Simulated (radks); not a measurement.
# F³⁺ in [He] 2s2 2p2: an all-electron calculation

The task here is to estimate one member of a computed series from the others.

Program: radks (a radial shooting solver on a logarithmic mesh, Libxc functionals) version 1. Level of theory: Dirac Kohn-Sham, PBE, spin-unpolarised, spherical densities, point nucleus; open shells fill j = l - 1/2 first. These are calculated values, not measurements, unless marked.

## The atom as given

- element: fluorine (Z = 9)
- charge: +3
- electrons: 6
- configuration: [He] 2s2 2p2

The first run:

The run's settings:

```text
Z 9
configuration [He] 2s2 2p2
relativity Dirac
functional pbe,pbe
spin unpolarised
j_filling energy
nucleus point
c 137.035999084
```

Launch:

```bash
$ python run_ks.py task.json out
```

The same process makes all the runs of this session.

Among the steps run: Self-consistent calculation.

One table of the session follows, with a row left open; its other results are not shown here.

It belongs to the step «Radial structure». Sizes of the orbitals, from the radial functions (bohr):

```
level     <r>  outermost maximum (interpolated)
1s1/2  0.1760                             0.114
2s1/2  0.8767                             0.717
2p1/2  0.8277                             0.624
2p3/2       ?                                 ?
```

Estimate the missing values for 2p3/2.

The run gave: <r>: 0.8289; outermost maximum (interpolated): 0.625. In the column «<r>» it lies between 2p1/2 (0.8277) and 2s1/2 (0.8767).

Caveats from the session: Spin polarisation and multiplet splitting are left out.
